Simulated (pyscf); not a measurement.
**Hydrogen abstraction: H₃Si–I + H atom (H•) → •H₂Si–I + hydrogen (H₂)**

Gas phase, doublet surface, charge 0. Bonds broken: Si2–H3. Bonds formed: H3–H4. Structures and frequencies: ωB97X-D3(BJ)/def2-SVP in PySCF.

Transition state (Å):

```xyz
6

I      2.1834     0.8133    -1.4091
Si     1.1988    -0.4896     0.3842
H     -0.3220    -0.1292     0.4651
H     -1.5408     0.1652     0.5190
H      1.3612    -1.9362     0.0810
H      1.8698    -0.1405     1.6645
```

One imaginary mode, 950i cm⁻¹; descent along it reached the two sides named.

| bond | change | reactant side (Å) | saddle | product side |
|---|---|---|---|---|
| Si2–H3 | breaks | 1.486 | 1.565 | 3.3 |
| H3–H4 | forms | 3.4 | 1.255 | 0.761 |

Electronic energies relative to the separated reactants (eV):

| level | barrier | reaction energy | reverse barrier |
|---|---|---|---|
| ωB97X-D3(BJ)/def2-TZVP | 0.19 | -0.60 | 0.79 |
| PBE/def2-TZVP | -0.01 | -0.73 | 0.72 |
| r²SCAN/def2-TZVP | -0.06 | -0.78 | 0.72 |
| B3LYP-D3(BJ)/def2-TZVP | -0.01 | -0.76 | 0.76 |
| PBE0-D3(BJ)/def2-TZVP | 0.06 | -0.64 | 0.71 |
| M06-2X/def2-TZVP | 0.22 | -0.71 | 0.93 |
| ωB97M-D3(BJ)/def2-TZVP | 0.19 | -0.59 | 0.78 |
| HF/def2-TZVP | 0.53 | -0.36 | 0.89 |

With ωB97M-D3(BJ)/def2-TZVP energies and thermal terms (ideal gas, 1 atm, RRHO with modes under 100 cm⁻¹ raised to 100, one conformer, R ln 2 for chiral ones without a mode under 150 cm⁻¹), in eV:

```
T (K)   ΔH‡   ΔG‡     ΔH     ΔG
-----  ----  ----  -----  -----
298    0.13  0.37  -0.55  -0.64
600    0.12  0.62  -0.55  -0.72
900    0.11  0.87  -0.57  -0.81
1200   0.10  1.13  -0.60  -0.88
```

At PBE, r²SCAN, B3LYP-D3(BJ) this geometry lies under the reactants; that is no barrier but a single point on another level's saddle; such a level's own saddle, if it has one, lies nearer that side and is low. One saddle was located; it need not be the lowest between these sides. The angle at the transferred H is 179°. Elements past Kr carry the def2 core potentials, without spin-orbit coupling.
